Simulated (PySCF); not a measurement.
# C₂H₄Li+, a complex of two parts: interaction energy, part 2 of 3

PySCF 2.14.0. Atoms count from 0, parts from 1. Earlier steps stand in the parts before.

## Step 5: Coupled-cluster interaction energy: CCSD(T) and MP2, 2.58 Å

The job: settings as JSON, then the geometry in Å.

```
{"job": {"kind": "intercc", "basis": "aug-cc-pVDZ", "basis_mid": "aug-cc-pVTZ", "basis_large": "aug-cc-pVQZ"}, "charge": 1, "multiplicity": 1, "parts": [{"atoms": "0-5", "charge": 0, "multiplicity": 1}, {"atoms": "6-6", "charge": 1, "multiplicity": 1}]}
C      0.629180    -0.236911     0.052863
C     -0.669855     0.068956     0.004677
H      1.044974    -1.043075    -0.546967
H      1.333348     0.364116     0.623581
H     -1.359958    -0.476988    -0.634374
H     -1.070530     0.929595     0.535086
Li    -0.496707    -1.580185     1.944933
```

Method: CCSD(T)/aug-cc-pVDZ and MP2/aug-cc-pVTZ, aug-cc-pVQZ counterpoise interaction energy, frozen core, gas phase.

The log of the run:

```text
part 1, own basis, geometry of the cluster: E = -78.0636823143 (as before)

part 2, own basis, geometry of the cluster: E = -7.2363810859 (as before)

part 1, own basis, relaxed alone: E = -78.0648335595 (as before)

part 2, own basis, relaxed alone: E = -7.2363810859 (as before)

cluster
final grid: 5728 points
cycle   1  E = -85.3330249363  dE = -1.942e-02  |g| = 6.020e-02  |ddm| = 1.156e+00
cycle   2  E = -85.3344528626  dE = -1.428e-03  |g| = 1.682e-02  |ddm| = 2.523e-01
cycle   3  E = -85.3346343732  dE = -1.815e-04  |g| = 6.532e-03  |ddm| = 6.474e-02
cycle   4  E = -85.3346755327  dE = -4.116e-05  |g| = 1.615e-03  |ddm| = 3.820e-02
cycle   5  E = -85.3346769947  dE = -1.462e-06  |g| = 4.405e-04  |ddm| = 4.861e-03
cycle   6  E = -85.3346771142  dE = -1.196e-07  |g| = 7.851e-05  |ddm| = 2.021e-03
cycle   7  E = -85.3346771178  dE = -3.542e-09  |g| = 3.430e-05  |ddm| = 2.338e-04
cycle   8  E = -85.3346771184  dE = -5.908e-10  |g| = 7.326e-06  |ddm| = 1.149e-04
converged SCF energy = -85.3346771184

part 1 in the basis of the cluster
final grid: 5728 points
cycle   1  E = -78.0637426731  dE = -5.844e-05  |g| = 1.538e-03  |ddm| = 5.119e-01
cycle   2  E = -78.0637437371  dE = -1.064e-06  |g| = 2.338e-04  |ddm| = 5.435e-02
cycle   3  E = -78.0637437694  dE = -3.229e-08  |g| = 2.284e-05  |ddm| = 8.007e-03
cycle   4  E = -78.0637437698  dE = -4.124e-10  |g| = 4.516e-06  |ddm| = 4.242e-04
converged SCF energy = -78.0637437698

part 2 in the basis of the cluster
final grid: 5728 points
cycle   1  E = -7.2363821898  dE = -1.112e-06  |g| = 1.781e-04  |ddm| = 2.617e-02
cycle   2  E = -7.2363821948  dE = -5.014e-09  |g| = 1.754e-05  |ddm| = 1.069e-03
cycle   3  E = -7.2363821948  dE = -5.293e-11  |g| = 9.453e-07  |ddm| = 1.021e-04
converged SCF energy = -7.2363821948

Interaction energy (kcal/mol)
  counterpoise      -19.935
  uncorrected       -20.173
  dispersion part     0.000
  deformation         0.257
  binding           -19.678

Decomposition of the uncorrected value (kcal/mol)
  electrostatic     -14.041
  Pauli               5.544
  orbital           -13.223
  dispersion          0.000
  correlation         1.546

Charge of each part in the cluster: 0.016 0.984
part 1, own basis, geometry of the cluster: E = -78.0683480666 (as before)

part 2, own basis, geometry of the cluster: E = -7.2363851836 (as before)

part 1, own basis, relaxed alone: E = -78.0695293478 (as before)

part 2, own basis, relaxed alone: E = -7.2363851836 (as before)

cluster
final grid: 5728 points
cycle   1  E = -85.3377020767  dE = -1.950e-02  |g| = 6.185e-02  |ddm| = 1.495e+00
cycle   2  E = -85.3391480848  dE = -1.446e-03  |g| = 1.761e-02  |ddm| = 2.572e-01
cycle   3  E = -85.3393310110  dE = -1.829e-04  |g| = 6.722e-03  |ddm| = 6.243e-02
cycle   4  E = -85.3393741966  dE = -4.319e-05  |g| = 1.640e-03  |ddm| = 4.116e-02
cycle   5  E = -85.3393756650  dE = -1.468e-06  |g| = 4.577e-04  |ddm| = 4.901e-03
cycle   6  E = -85.3393757937  dE = -1.287e-07  |g| = 7.946e-05  |ddm| = 1.850e-03
cycle   7  E = -85.3393757974  dE = -3.684e-09  |g| = 3.497e-05  |ddm| = 2.496e-04
cycle   8  E = -85.3393757980  dE = -5.997e-10  |g| = 7.506e-06  |ddm| = 1.070e-04
converged SCF energy = -85.3393757980

part 1 in the basis of the cluster
final grid: 5728 points
cycle   1  E = -78.0683734311  dE = -2.327e-05  |g| = 8.777e-04  |ddm| = 1.099e+00
cycle   2  E = -78.0683737279  dE = -2.968e-07  |g| = 1.136e-04  |ddm| = 9.669e-02
cycle   3  E = -78.0683737357  dE = -7.727e-09  |g| = 1.189e-05  |ddm| = 1.090e-02
cycle   4  E = -78.0683737358  dE = -1.226e-10  |g| = 2.106e-06  |ddm| = 2.633e-04
converged SCF energy = -78.0683737358

part 2 in the basis of the cluster
final grid: 5728 points
cycle   1  E = -7.2363856156  dE = -4.405e-07  |g| = 9.619e-05  |ddm| = 3.852e-02
cycle   2  E = -7.2363856166  dE = -1.069e-09  |g| = 6.029e-06  |ddm| = 1.616e-03
cycle   3  E = -7.2363856166  dE = -4.210e-12  |g| = 2.214e-07  |ddm| = 8.399e-05
converged SCF energy = -7.2363856166

Interaction energy (kcal/mol)
  counterpoise      -20.051
  uncorrected       -20.174
  dispersion part     0.000
  deformation         0.317
  binding           -19.734

Decomposition of the uncorrected value (kcal/mol)
  electrostatic     -13.913
  Pauli               5.463
  orbital           -13.286
  dispersion          0.000
  correlation         1.563

Charge of each part in the cluster: 0.016 0.984
part 1 in the basis of the cluster: E(HF) = -78.043164249  E2 = -0.285962880  E(CCSD corr) = -0.315112925  (T) = -0.011326907
part 2 in the basis of the cluster: E(HF) = -7.236123676  E2 = 0.000000000  E(CCSD corr) = 0.000000000  (T) = 0.000000000
cluster: E(HF) = -85.313201493  E2 = -0.282842002  E(CCSD corr) = -0.311780378  (T) = -0.011028502

Counterpoise interaction energy (kcal/mol)
  hf_small                 -21.281
  mp2_small                -19.323
  ccsd_small               -19.190
  ccsdt_small              -19.003
  hf_large                 -21.722
  mp2_large                -20.051
  hf_middle                -21.681
  mp2_middle               -19.934
  scs_mp2_large            -20.032
  mp2_limit                -20.107
  ccsdt_less_mp2             0.320
  ccsdt_limit_estimate     -19.787
  bsse_mp2_large             0.123
```

Run time: 98 s. Hardware: 1 thread of Arm Neoverse N1, shared host; peak memory 1.4 GiB.

Contacts at this geometry (a selection, picked against the atoms' radii; other short pairs can be missing):

```
   atoms  distance (Å)  kind (by distance and angle)  angle (°)
C1···Li6          2.55  inside the van der Waals sum          –
C0···Li6          2.58  inside the van der Waals sum          –
```

Differences are taken before rounding.

```
                 method  interaction energy (kcal/mol)  from CCSD(T), limit estimate (kcal/mol)
         HF/aug-cc-pVDZ                         -21.28                                    -1.49
        MP2/aug-cc-pVDZ                         -19.32                                    +0.46
       CCSD/aug-cc-pVDZ                         -19.19                                    +0.60
    CCSD(T)/aug-cc-pVDZ                         -19.00                                    +0.78
         HF/aug-cc-pVQZ                         -21.72                                    -1.94
        MP2/aug-cc-pVQZ                         -20.05                                    -0.26
    SCS-MP2/aug-cc-pVQZ                         -20.03                                    -0.24
      MP2, extrapolated                         -20.11                                    -0.32
CCSD(T), limit estimate                         -19.79                                        0
```

These energies keep the parts at their geometry in the cluster; deforming them to it costs 0.32 kcal/mol (MP2).

## Step 6: Coupled-cluster interaction energy: CCSD(T) and MP2, 2.23 Å

Settings changed since step 5:

```diff
@@ -7,2 +7,2 @@
 H     -1.070530     0.929595     0.535086
-Li    -0.496707    -1.580185     1.944933
+Li    -0.343177    -1.397011     1.686924
```

With the program's defaults for keys left out, this is: CCSD(T)/aug-cc-pVDZ and MP2/aug-cc-pVTZ, aug-cc-pVQZ counterpoise interaction energy, frozen core, gas phase.

The log of the run:

```text
part 1, own basis, geometry of the cluster: E = -78.0636823143 (as before)

part 2, own basis, geometry of the cluster: E = -7.2363810859 (as before)

part 1, own basis, relaxed alone: E = -78.0648335595 (as before)

part 2, own basis, relaxed alone: E = -7.2363810859 (as before)

cluster
final grid: 5728 points
cycle   1  E = -85.3323323788  dE = -2.636e-02  |g| = 7.271e-02  |ddm| = 1.674e+00
cycle   2  E = -85.3338582913  dE = -1.526e-03  |g| = 1.822e-02  |ddm| = 3.745e-01
cycle   3  E = -85.3340030490  dE = -1.448e-04  |g| = 6.237e-03  |ddm| = 7.799e-02
cycle   4  E = -85.3340295178  dE = -2.647e-05  |g| = 1.705e-03  |ddm| = 4.468e-02
cycle   5  E = -85.3340310159  dE = -1.498e-06  |g| = 4.336e-04  |ddm| = 5.373e-03
cycle   6  E = -85.3340311353  dE = -1.195e-07  |g| = 1.021e-04  |ddm| = 2.084e-03
cycle   7  E = -85.3340311408  dE = -5.510e-09  |g| = 3.694e-05  |ddm| = 3.137e-04
cycle   8  E = -85.3340311417  dE = -8.234e-10  |g| = 9.319e-06  |ddm| = 1.587e-04
converged SCF energy = -85.3340311417

part 1 in the basis of the cluster
final grid: 5728 points
cycle   1  E = -78.0637521643  dE = -6.728e-05  |g| = 1.684e-03  |ddm| = 5.962e-01
cycle   2  E = -78.0637533234  dE = -1.159e-06  |g| = 2.476e-04  |ddm| = 6.175e-02
cycle   3  E = -78.0637533582  dE = -3.488e-08  |g| = 2.466e-05  |ddm| = 8.973e-03
cycle   4  E = -78.0637533587  dE = -4.750e-10  |g| = 4.961e-06  |ddm| = 4.881e-04
converged SCF energy = -78.0637533587

part 2 in the basis of the cluster
final grid: 5728 points
cycle   1  E = -7.2363824439  dE = -1.370e-06  |g| = 1.834e-04  |ddm| = 3.905e-02
cycle   2  E = -7.2363824489  dE = -5.027e-09  |g| = 1.606e-05  |ddm| = 1.561e-03
cycle   3  E = -7.2363824489  dE = -4.362e-11  |g| = 1.002e-06  |ddm| = 9.393e-05
converged SCF energy = -7.2363824489

Interaction energy (kcal/mol)
  counterpoise      -19.748
  uncorrected       -20.062
  dispersion part     0.000
  deformation         0.257
  binding           -19.492

Decomposition of the uncorrected value (kcal/mol)
  electrostatic     -19.258
  Pauli              15.551
  orbital           -17.607
  dispersion          0.000
  correlation         1.251

Charge of each part in the cluster: 0.014 0.986
part 1, own basis, geometry of the cluster: E = -78.0683480666 (as before)

part 2, own basis, geometry of the cluster: E = -7.2363851836 (as before)

part 1, own basis, relaxed alone: E = -78.0695293478 (as before)

part 2, own basis, relaxed alone: E = -7.2363851836 (as before)

cluster
final grid: 5728 points
cycle   1  E = -85.3370242119  dE = -2.627e-02  |g| = 7.478e-02  |ddm| = 2.005e+00
cycle   2  E = -85.3385624152  dE = -1.538e-03  |g| = 1.913e-02  |ddm| = 3.996e-01
cycle   3  E = -85.3387088040  dE = -1.464e-04  |g| = 6.355e-03  |ddm| = 7.621e-02
cycle   4  E = -85.3387361566  dE = -2.735e-05  |g| = 1.744e-03  |ddm| = 4.709e-02
cycle   5  E = -85.3387376562  dE = -1.500e-06  |g| = 4.484e-04  |ddm| = 5.431e-03
cycle   6  E = -85.3387377822  dE = -1.260e-07  |g| = 1.028e-04  |ddm| = 2.273e-03
cycle   7  E = -85.3387377878  dE = -5.594e-09  |g| = 3.754e-05  |ddm| = 3.378e-04
cycle   8  E = -85.3387377887  dE = -8.363e-10  |g| = 9.474e-06  |ddm| = 1.534e-04
converged SCF energy = -85.3387377887

part 1 in the basis of the cluster
final grid: 5728 points
cycle   1  E = -78.0683793322  dE = -2.830e-05  |g| = 9.689e-04  |ddm| = 1.236e+00
cycle   2  E = -78.0683796726  dE = -3.404e-07  |g| = 1.208e-04  |ddm| = 1.093e-01
cycle   3  E = -78.0683796810  dE = -8.395e-09  |g| = 1.252e-05  |ddm| = 1.208e-02
cycle   4  E = -78.0683796812  dE = -1.340e-10  |g| = 2.277e-06  |ddm| = 2.921e-04
converged SCF energy = -78.0683796812

part 2 in the basis of the cluster
final grid: 5728 points
cycle   1  E = -7.2363858079  dE = -6.364e-07  |g| = 1.204e-04  |ddm| = 5.523e-02
cycle   2  E = -7.2363858095  dE = -1.615e-09  |g| = 7.580e-06  |ddm| = 2.304e-03
cycle   3  E = -7.2363858095  dE = -6.487e-12  |g| = 2.523e-07  |ddm| = 1.386e-04
converged SCF energy = -7.2363858095

Interaction energy (kcal/mol)
  counterpoise      -19.971
  uncorrected       -20.133
  dispersion part     0.000
  deformation         0.317
  binding           -19.653

Decomposition of the uncorrected value (kcal/mol)
  electrostatic     -19.096
  Pauli              15.322
  orbital           -17.562
  dispersion          0.000
  correlation         1.203

Charge of each part in the cluster: 0.014 0.986
part 1 in the basis of the cluster: E(HF) = -78.043171566  E2 = -0.286060767  E(CCSD corr) = -0.315192482  (T) = -0.011336070
part 2 in the basis of the cluster: E(HF) = -7.236124700  E2 = 0.000000000  E(CCSD corr) = 0.000000000  (T) = 0.000000000
cluster: E(HF) = -85.311519218  E2 = -0.282984572  E(CCSD corr) = -0.312130243  (T) = -0.010956143

Counterpoise interaction energy (kcal/mol)
  hf_small                 -20.220
  mp2_small                -18.290
  ccsd_small               -18.299
  ccsdt_small              -18.060
  hf_large                 -21.318
  mp2_large                -19.971
  hf_middle                -21.270
  mp2_middle               -19.748
  scs_mp2_large            -19.959
  mp2_limit                -20.098
  ccsdt_less_mp2             0.230
  ccsdt_limit_estimate     -19.868
  bsse_mp2_large             0.163
```

It took 96 s on 1 thread of Arm Neoverse N1, shared host; peak memory 1.4 GiB.

Contacts at this geometry (a selection, picked against the atoms' radii; other short pairs can be missing):

```
   atoms  distance (Å)  kind (by distance and angle)  angle (°)
C0···Li6          2.23              bonding distance          –
C1···Li6          2.26              bonding distance          –
```

```
                 method  interaction energy (kcal/mol)  from CCSD(T), limit estimate (kcal/mol)
         HF/aug-cc-pVDZ                         -20.22                                    -0.35
        MP2/aug-cc-pVDZ                         -18.29                                    +1.58
       CCSD/aug-cc-pVDZ                         -18.30                                    +1.57
    CCSD(T)/aug-cc-pVDZ                         -18.06                                    +1.81
         HF/aug-cc-pVQZ                         -21.32                                    -1.45
        MP2/aug-cc-pVQZ                         -19.97                                    -0.10
    SCS-MP2/aug-cc-pVQZ                         -19.96                                    -0.09
      MP2, extrapolated                         -20.10                                    -0.23
CCSD(T), limit estimate                         -19.87                                        0
```

These energies keep the parts at their geometry in the cluster; deforming them to it costs 0.32 kcal/mol (MP2).

## Step 7: Coupled-cluster interaction energy: CCSD(T) and MP2, 2.93 Å

Settings changed since step 6:

```diff
@@ -7,2 +7,2 @@
 H     -1.070530     0.929595     0.535086
-Li    -0.343177    -1.397011     1.686924
+Li    -0.650238    -1.763358     2.202943
```

Level: CCSD(T)/aug-cc-pVDZ and MP2/aug-cc-pVTZ, aug-cc-pVQZ counterpoise interaction energy, frozen core, gas phase.

The log of the run:

```text
part 1, own basis, geometry of the cluster: E = -78.0636823143 (as before)

part 2, own basis, geometry of the cluster: E = -7.2363810859 (as before)

part 1, own basis, relaxed alone: E = -78.0648335595 (as before)

part 2, own basis, relaxed alone: E = -7.2363810859 (as before)

cluster
final grid: 5728 points
cycle   1  E = -85.3275033320  dE = -1.409e-02  |g| = 5.059e-02  |ddm| = 9.169e-01
cycle   2  E = -85.3287833989  dE = -1.280e-03  |g| = 1.557e-02  |ddm| = 1.952e-01
cycle   3  E = -85.3289834313  dE = -2.000e-04  |g| = 6.580e-03  |ddm| = 5.590e-02
cycle   4  E = -85.3290315611  dE = -4.813e-05  |g| = 1.734e-03  |ddm| = 3.428e-02
cycle   5  E = -85.3290332020  dE = -1.641e-06  |g| = 5.311e-04  |ddm| = 5.032e-03
cycle   6  E = -85.3290333492  dE = -1.472e-07  |g| = 7.986e-05  |ddm| = 2.213e-03
cycle   7  E = -85.3290333532  dE = -3.973e-09  |g| = 4.039e-05  |ddm| = 2.451e-04
cycle   8  E = -85.3290333540  dE = -8.678e-10  |g| = 1.095e-05  |ddm| = 1.349e-04
converged SCF energy = -85.3290333540

part 1 in the basis of the cluster
final grid: 5728 points
cycle   1  E = -78.0637321714  dE = -4.826e-05  |g| = 1.375e-03  |ddm| = 4.732e-01
cycle   2  E = -78.0637330871  dE = -9.157e-07  |g| = 2.136e-04  |ddm| = 5.139e-02
cycle   3  E = -78.0637331153  dE = -2.817e-08  |g| = 2.056e-05  |ddm| = 7.616e-03
cycle   4  E = -78.0637331156  dE = -3.294e-10  |g| = 3.997e-06  |ddm| = 3.857e-04
converged SCF energy = -78.0637331156

part 2 in the basis of the cluster
final grid: 5728 points
cycle   1  E = -7.2363820515  dE = -9.714e-07  |g| = 1.723e-04  |ddm| = 1.357e-02
cycle   2  E = -7.2363820563  dE = -4.757e-09  |g| = 1.686e-05  |ddm| = 9.597e-04
cycle   3  E = -7.2363820563  dE = -4.976e-11  |g| = 8.784e-07  |ddm| = 1.155e-04
converged SCF energy = -7.2363820563

Interaction energy (kcal/mol)
  counterpoise      -16.598
  uncorrected       -16.777
  dispersion part     0.000
  deformation         0.257
  binding           -16.341

Decomposition of the uncorrected value (kcal/mol)
  electrostatic     -10.267
  Pauli               1.888
  orbital            -9.799
  dispersion          0.000
  correlation         1.401

Charge of each part in the cluster: 0.014 0.986
part 1, own basis, geometry of the cluster: E = -78.0683480666 (as before)

part 2, own basis, geometry of the cluster: E = -7.2363851836 (as before)

part 1, own basis, relaxed alone: E = -78.0695293478 (as before)

part 2, own basis, relaxed alone: E = -7.2363851836 (as before)

cluster
final grid: 5728 points
cycle   1  E = -85.3321693995  dE = -1.421e-02  |g| = 5.191e-02  |ddm| = 1.002e+00
cycle   2  E = -85.3334676937  dE = -1.298e-03  |g| = 1.620e-02  |ddm| = 1.710e-01
cycle   3  E = -85.3336688170  dE = -2.011e-04  |g| = 6.771e-03  |ddm| = 5.314e-02
cycle   4  E = -85.3337195725  dE = -5.076e-05  |g| = 1.759e-03  |ddm| = 3.652e-02
cycle   5  E = -85.3337212284  dE = -1.656e-06  |g| = 5.525e-04  |ddm| = 4.770e-03
cycle   6  E = -85.3337213876  dE = -1.592e-07  |g| = 8.118e-05  |ddm| = 1.773e-03
cycle   7  E = -85.3337213918  dE = -4.159e-09  |g| = 4.112e-05  |ddm| = 2.564e-04
cycle   8  E = -85.3337213927  dE = -8.777e-10  |g| = 1.124e-05  |ddm| = 1.198e-04
converged SCF energy = -85.3337213927

part 1 in the basis of the cluster
final grid: 5728 points
cycle   1  E = -78.0683682829  dE = -1.860e-05  |g| = 7.898e-04  |ddm| = 8.166e-01
cycle   2  E = -78.0683685491  dE = -2.661e-07  |g| = 1.095e-04  |ddm| = 7.372e-02
cycle   3  E = -78.0683685566  dE = -7.533e-09  |g| = 1.137e-05  |ddm| = 8.948e-03
cycle   4  E = -78.0683685567  dE = -1.120e-10  |g| = 2.068e-06  |ddm| = 2.733e-04
converged SCF energy = -78.0683685567

part 2 in the basis of the cluster
final grid: 5728 points
cycle   1  E = -7.2363855152  dE = -3.374e-07  |g| = 8.085e-05  |ddm| = 2.775e-02
cycle   2  E = -7.2363855160  dE = -7.715e-10  |g| = 4.794e-06  |ddm| = 1.177e-03
converged SCF energy = -7.2363855160

Interaction energy (kcal/mol)
  counterpoise      -16.653
  uncorrected       -16.743
  dispersion part     0.000
  deformation         0.317
  binding           -16.335

Decomposition of the uncorrected value (kcal/mol)
  electrostatic     -10.211
  Pauli               1.914
  orbital            -9.892
  dispersion          0.000
  correlation         1.446

Charge of each part in the cluster: 0.014 0.986
part 1 in the basis of the cluster: E(HF) = -78.043109801  E2 = -0.285792655  E(CCSD corr) = -0.314957331  (T) = -0.011299887
part 2 in the basis of the cluster: E(HF) = -7.236123102  E2 = 0.000000000  E(CCSD corr) = 0.000000000  (T) = 0.000000000
cluster: E(HF) = -85.307977348  E2 = -0.283182674  E(CCSD corr) = -0.311948434  (T) = -0.011106580

Counterpoise interaction energy (kcal/mol)
  hf_small                 -18.037
  mp2_small                -16.400
  ccsd_small               -16.149
  ccsdt_small              -16.028
  hf_large                 -18.177
  mp2_large                -16.653
  hf_middle                -18.146
  mp2_middle               -16.598
  scs_mp2_large            -16.612
  mp2_limit                -16.670
  ccsdt_less_mp2             0.372
  ccsdt_limit_estimate     -16.298
  bsse_mp2_large             0.090
```

Wall time 97 s (1 thread of Arm Neoverse N1, shared host); peak memory 1.4 GiB.

Contacts at this geometry (a selection, picked against the atoms' radii; other short pairs can be missing):

```
   atoms  distance (Å)  kind (by distance and angle)  angle (°)
C1···Li6          2.86  inside the van der Waals sum          –
```

```
                 method  interaction energy (kcal/mol)  from CCSD(T), limit estimate (kcal/mol)
         HF/aug-cc-pVDZ                         -18.04                                    -1.74
        MP2/aug-cc-pVDZ                         -16.40                                    -0.10
       CCSD/aug-cc-pVDZ                         -16.15                                    +0.15
    CCSD(T)/aug-cc-pVDZ                         -16.03                                    +0.27
         HF/aug-cc-pVQZ                         -18.18                                    -1.88
        MP2/aug-cc-pVQZ                         -16.65                                    -0.35
    SCS-MP2/aug-cc-pVQZ                         -16.61                                    -0.31
      MP2, extrapolated                         -16.67                                    -0.37
CCSD(T), limit estimate                         -16.30                                        0
```

These energies keep the parts at their geometry in the cluster; deforming them to it costs 0.32 kcal/mol (MP2).

(Continued in part 3 of 3.)
